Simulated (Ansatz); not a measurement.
Ideal-gas functions of C2H2O2S (`O=COC=S`) at 298.15 K and 1 bar, from an Ansatz frequency run at PBE0-D4/def2-TZVP.

Molar mass 90.1 g/mol, point group Cs (symmetry number 1), electronic degeneracy 1, moments of inertia 22.405, 260.839, 283.243 u Å². Harmonic wavenumbers (cm⁻¹, unscaled): 94, 229, 254, 400, 773, 937, 997, 1038, 1131, 1186, 1399, 1409, 1859, 3089, 3164.

Use S(trans) = R[1.5 ln M + 2.5 ln T − 1.1517]; rotational temperatures θ = 24.2544 K / I; S(rot) = R[ln(√π/σ · √(T³/θAθBθC)) + 1.5]; for each mode x = 1.438777 ν̃/T, S = R[x/(eˣ − 1) − ln(1 − e⁻ˣ)] and H = RT x/(eˣ − 1); 1 cm⁻¹ = 0.0119627 kJ/mol; R = 8.31446 J/(mol·K).

Q: By hand: the entropy, in J/(mol·K).

A: Translation 165.0. Rotation: θ = 1.0825, 0.093, 0.0856 K, giving 108.1. Vibration, mode by mode: 14.96, 7.89, 7.12, 4.03, 0.96, 0.50, 0.40, 0.34, 0.23, 0.18, 0.08, 0.07, 0.01, 0.00, 0.00, in all 36.8. Electronic 0.0. Sum 309.9 J/(mol·K).

Q: By hand: H − E and G − E in kJ/mol, counted from the electronic energy.

A: Zero-point energy ½ × 17959 × 0.0119627 = 107.4; thermal vibration 6.1; translation, rotation and pV give 4 RT = 9.9. H − E = 123.4 kJ/mol, and G − E = 123.4 − 298.15 × 309.9/1000 = 31.0 kJ/mol.

Vibration gives 12 % of the entropy, 15.0 J/(mol·K) of it from the mode under 150 cm⁻¹: soft modes count most, and the harmonic formula is weakest for them. The sum counts one conformer and one mirror image; others add a mixing term.
